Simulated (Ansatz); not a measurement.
The first iterations of a band of AlClH2 + H (5 atoms, charge 0, multiplicity 2).

The calculation used Ansatz, UKS LDA/def2-SVP.

- movable images: 7
- climbing image: yes
- spring: 5.0 eV/Å²
- optimiser: quadratic models (default)
- start path: through a guess of the saddle point
- force threshold: 0.05 eV/Å
- iteration limit: 60
- end points: relaxed

First end point:

```xyz
5
Properties=species:S:1:pos:R:3
Al -0.001 0.000 -0.051
Cl -0.005 0.004 2.051
H 1.421 -0.001 -0.773
H -1.419 -0.001 -0.779
H 0.005 -0.002 4.622
```

Last end point:

```xyz
5
Properties=species:S:1:pos:R:3
Al 0.000 0.000 -0.149
Cl 0.000 0.000 2.936
H 1.388 0.000 -0.990
H -1.388 0.000 -0.990
H -0.001 0.001 4.263
```

| iteration | highest image above the first end (eV) | largest band force component (eV/Å) |
| --- | --- | --- |
| 1 | 0.738 | 2.068 |
| 2 | 0.636 | 0.860 |

Task: Does the band converge within its limit, and where does its top end?

Result: The run converged. It ended after 6 iterations with the highest image 0.614 eV above the first end. A vibrational analysis at the climbing image gives 3 clearly imaginary modes (429i, 112i, 64i cm⁻¹): a point of higher order, so a lower path passes nearby.

Run time: 38 s on 1 thread of Arm Neoverse V1, on a shared host, peak memory 0.1 GiB.
